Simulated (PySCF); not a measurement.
CH2O2, SMILES O=CO (connectivity only; charge and spin as stated), charge +1, multiplicity 2.

Geometry: PBE-D3(BJ)/def2-TZVP. The spin state was assumed, not searched. The values are those of a single conformer.

These are PBE-D3(BJ)/def2-TZVP run with PySCF 2.14.0 values and carry that method's errors.

Harmonic, unscaled wavenumbers; measured fundamentals usually lie a few per cent lower.

```tsv
mode	ν (cm⁻¹)	IR (km/mol)	moving atoms (share of kinetic energy)
1	387	23.0	O 54 %, C 34 %, H 12 %
2	693	167.8	H 71 %, O 16 %, C 12 %
3	941	24.6	H 66 %, C 31 %
4	1129	135.1	H 91 %
5	1172	48.9	O 59 %, H 30 %, C 11 %
6	1310	1.4	H 56 %, C 22 %, O 22 %
7	1474	67.1	C 69 %, O 28 %
8	2850	136.4	H 93 %
9	3468	266.0	H 94 %
```
